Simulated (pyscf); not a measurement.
H₂O + HO–SiH(OH)–F → HO–Si(OH)(OH)–F + H₂ (four-centre exchange; singlet surface; H–O, H–Si broken, O–Si, H–H formed). Single points on ωB97X-D3(BJ)/def2-SVP structures (PySCF, gas phase). Energies in kcal/mol from the separated reactants.

| level | barrier | reaction energy |
|---|---|---|
| ωB97X-D3(BJ)/def2-TZVP | 32.0 | -23.4 |
| PBE/def2-TZVP | 27.0 | -21.4 |
| B3LYP-D3(BJ)/def2-TZVP | ___ | -23.3 |
| PBE0-D3(BJ)/def2-TZVP | ___ | ___ |
| ωB97M-D3(BJ)/def2-TZVP | 31.4 | -23.3 |
| HF/def2-TZVP | 51.4 | -22.9 |

**Question.** What belongs in the gaps?

**Answer.** 
- B3LYP-D3(BJ)/def2-TZVP, barrier: 32.5
- PBE0-D3(BJ)/def2-TZVP, barrier: 29.2
- PBE0-D3(BJ)/def2-TZVP, reaction energy: -22.3

The functionals in the table span 5.5 kcal/mol in this barrier, from PBE to B3LYP-D3(BJ). On the reactant side the descent ends in a complex (not fully relaxed), 8.0 kcal/mol under the separated species and 39.9 kcal/mol under the saddle at ωB97X-D3(BJ)/def2-TZVP. This is the saddle that the search found; another between the same sides may lie lower.
